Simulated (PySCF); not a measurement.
# `C(=C=CCl)(Cl)Cl`, C3HCl3

Cartesian coordinates in Å; atom numbers follow the order of the lines, from 1:
```xyz
7

Cl    2.223   -0.208    1.453
C     1.277   -0.413    0.026
C     0.041   -0.034   -0.067
C    -1.197    0.340   -0.170
Cl   -1.645    1.905   -0.718
Cl   -2.508   -0.694    0.234
H     1.814   -0.890   -0.786
```

Computed with PySCF, quadratic response CAM-B3LYP/aug-cc-pVTZ first hyperpolarisability, Taylor convention, gas phase. Geometry: PBE0-D3(BJ)/def2-TZVP.

Question: Give the tensor of the static β(0;0,0) in the axes of these coordinates.

Answer: In au, Taylor convention; rows are the first index (the induced dipole):
|  | xx | yy | zz | xy | xz | yz |
| --- | --- | --- | --- | --- | --- | --- |
| x | -59.1 | -32.2 | +12.5 | +2.3 | +22.2 | +9.6 |
| y | +2.3 | +28.5 | +2.3 | -32.2 | +9.6 | -11.5 |
| z | +22.2 | -11.5 | +7.5 | +9.6 | +12.5 | +2.3 |

Norm of βᵢ = ⅓ Σⱼ (βᵢⱼⱼ + βⱼᵢⱼ + βⱼⱼᵢ): 87.5 au, hyper-Rayleigh value 39.7 au.
